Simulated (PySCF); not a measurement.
PySCF job for ethanethiol (C2H6S), SMILES SCC, C-PCM-ωB97X/def2-SVP. Coordinates come from a ωB97X-D3(BJ)/def2-TZVP optimisation. Other conformers were not sampled.

```python
import numpy as np
from pyscf import gto, scf, dft
from pyscf.solvent import pcm

mol = gto.M(
    atom='''
    C    -1.44236915    0.75445550   -0.36088140
    C    -0.49219526   -0.42707962   -0.48983504
    S     1.02218082   -0.25169403    0.49120961
    H    -2.35511063    0.57868353   -0.93803258
    H    -0.97690246    1.66981120   -0.73518303
    H    -1.71525159    0.91874353    0.68330140
    H    -0.95768197   -1.34029339   -0.11174739
    H    -0.22532391   -0.61069867   -1.53194988
    H     1.48276393    0.84660298   -0.12144356
    ''',
    basis='def2-SVP',
    charge=0,
    spin=0,
    max_memory=1600,
    verbose=3,
)
mf = dft.RKS(mol, xc='wb97x').density_fit(auxbasis='def2-universal-jkfit')
mf.grids.level = 3
mf.conv_tol = 1e-9
mf.max_cycle = 100
mf.kernel()
res = {}
for name, eps in {'water': 78.355, '2-propanol': 19.264, 'benzene': 2.2706}.items():
    s = mf.PCM()
    s.with_solvent.method, s.with_solvent.eps, s.with_solvent.lebedev_order = 'C-PCM', eps, 29
    s.kernel(mf.make_rdm1())
    res[name] = (s.e_tot, eps, s.dip_moment(), s.mo_energy, s.converged)
    print(f'{name}: electrostatic solvation free energy {(s.e_tot - mf.e_tot) * 627.509474:.3f} kcal/mol')
```

Program output:

```
converged SCF energy = -477.807309023912

WARN: PCM is an experimental feature. It is still in testing.
Features and APIs may be changed in the future.

converged SCF energy = -477.812057981695
Dipole moment(X, Y, Z, Debye): -1.19688,  0.79505, -1.56144
water: electrostatic solvation free energy -2.980 kcal/mol

WARN: PCM is an experimental feature. It is still in testing.
Features and APIs may be changed in the future.

converged SCF energy = -477.811841822472
Dipole moment(X, Y, Z, Debye): -1.18674,  0.78532, -1.54209
2-propanol: electrostatic solvation free energy -2.844 kcal/mol

WARN: PCM is an experimental feature. It is still in testing.
Features and APIs may be changed in the future.

converged SCF energy = -477.809835892378
Dipole moment(X, Y, Z, Debye): -1.09400,  0.69986, -1.37209
benzene: electrostatic solvation free energy -1.586 kcal/mol
```

Self-consistency was reached.

Cost: around 21 core-seconds (rough).
